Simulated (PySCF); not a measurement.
**Which basis set comes closest?**

Molecule: ethyl cyanide (CCC#N, C₃H₅N).

Atom-mapped SMILES (the numbers label the heavy atoms): `[CH3:1][CH2:2][C:3]#[N:4]` (H(Xn): hydrogen on atom n).

Geometry PBE0-D3(BJ)/def2-SVP throughout; GIAO in PySCF 2.14, gas phase, one conformer, non-relativistic; equivalent atoms averaged; functional PBE0.

Reference values (measured; solution, not stated per compound (mostly CDCl3 or CCl4); Pretsch, Buehlmann, Badertscher, Structure Determination of Organic Compounds, 4th ed. (2009)): δ(C2) = 10.8 ppm, δ(C1) = 10.6 ppm, δ(H(C2)) = 2.35 ppm, δ(H(C1)) = 1.31 ppm. Computed shifts are taken against TMS, calculated as an isolated molecule at each level.

**Question.** How do the basis sets STO-3G, 6-31G, pcSseg-0, 6-31G*, def2-SVP, cc-pVDZ, pcSseg-1, aug-cc-pVDZ, 6-311+G(2d,p), def2-TZVP, IGLO-III, cc-pVTZ, pcSseg-2 perform against the reference? Times are CPU seconds on shared hosts with different chips, so compare them loosely.

**Answer.** 
```
    basis set  functions    C2    C1  H(C2)  H(C1)  mean abs. error C  mean abs. error H  core-s
       STO-3G         25  21.8  18.7   1.89   1.22                9.6               0.28     1.4
        6-31G         46  13.0  12.8   2.28   1.42                2.2               0.09     2.7
     pcSseg-0         46  13.9  13.5   2.13   1.40                3.0               0.16     2.5
       6-31G*         66  11.9  12.0   2.00   1.19                1.2               0.24     3.4
     def2-SVP         81  10.0  11.3   1.84   1.00                0.8               0.41     3.8
      cc-pVDZ         81  13.5  12.9   1.95   1.07                2.5               0.32     3.9
     pcSseg-1         93  12.3  12.8   2.05   1.21                1.9               0.20     6.5
  aug-cc-pVDZ        137  12.7  12.3   2.25   1.24                1.8               0.09     7.2
6-311+G(2d,p)        138  12.1  11.9   2.14   1.15                1.3               0.19     7.5
    def2-TZVP        154  12.9  12.6   2.13   1.15                2.0               0.19       9
     IGLO-III        190  12.8  12.6   2.20   1.18                2.0               0.14      11
      cc-pVTZ        190  12.4  12.3   2.14   1.16                1.7               0.18      12
     pcSseg-2        214  13.0  13.0   2.15   1.18                2.3               0.17      22
```

For 13C the closest is def2-SVP (0.8 ppm) and the furthest STO-3G (9.6 ppm).

For 1H the closest is aug-cc-pVDZ (0.09 ppm, with 6-31G practically level) and the furthest def2-SVP (0.41 ppm). Where a smaller basis beats a larger one, errors probably cancel; the largest sets show where the functional converges. One molecule is a small sample, and vibrational and solvent effects are absent from the calculation.

A small basis that lands close on one nucleus may do so by chance; judge by the trend and by all nuclei.
